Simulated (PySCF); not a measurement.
# HNSi: the cost of one run

Method: relaxation with CCSD(T), HF, aug-cc-pvdz, and further levels as typed in the inputs, in PySCF 2.14.0.

## (1) The system as given

Bond lengths: Si1–N2 1.550 Å, N2–H3 1.000 Å. Angles: Si1–N2–H3 179.4°.

Coordinates:

```xyz
3

Si    0.0000    0.0000    0.0000
N     0.0000    0.0000    1.5500
H     0.0000    0.0100    2.5500
```

## (2) Relaxation with CCSD(T): HNSi

Contents of run.py:

```python
from pyscf import gto, cc, scf
mol = gto.M(atom="mol.xyz", basis="aug-cc-pvdz", verbose=4)
mf = scf.RHF(mol).run(conv_tol=1e-9)
from pyscf.cc import ccsd_t_lambda
from pyscf.grad import ccsd_t
def energy_force(m):
    s = scf.RHF(m).run(conv_tol=1e-10); c = cc.CCSD(s, frozen=6).run(conv_tol=1e-8)
    g = c.ao2mo(); e = c.e_tot + c.ccsd_t(eris=g); l = ccsd_t_lambda.kernel(c, g, c.t1, c.t2)
    return e, ccsd_t.Gradients(c).kernel(c.t1, c.t2, l[1], l[2], eris=g)
from pyscf.geomopt import as_pyscf_method
from pyscf.geomopt.geometric_solver import optimize
m = optimize(as_pyscf_method(mol, energy_force), maxsteps=60)
print("optimised structure (A):")
for k in range(m.natm): print(m.atom_symbol(k), *(f"{x:.8f}" for x in m.atom_coords(unit="A")[k]))
mol.verbose = 0; print(f"CCSD(T) total energy = {energy_force(m)[0]:.10f}")
```

The run is started by

```sh
> python run.py
```

**Question.** How long does this run take on 1 thread of Intel Xeon at 2.30GHz, shared host?

About 2.2 min.
